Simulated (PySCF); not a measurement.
Bonds broken one at a time in the series formyl-X. All species are isolated molecules in the gas phase. One relaxed conformer stands for each flexible species; it need not be the lowest. Strings in code marks are SMILES.

Calculation: PBE-D3(BJ)/def2-TZVP // PBE0-D3(BJ)/def2-TZVP (PySCF 2.14.0). All candidates: neutral, multiplicity 2. 

The dipole moment is 1.47 D and the highest occupied spin orbital is -7.78 eV.

**Question.** Say which member has these values.
(A) `C[O]`
(B) `[CH2]C`
(C) `[O]C=O`
(D) `C[N]C`

**Answer.** C, `[O]C=O`. The others give `C[N]C`: 1.71 D, -5.53 eV; `C[O]`: 2.09 D, -5.93 eV; `[CH2]C`: 0.35 D, -4.54 eV
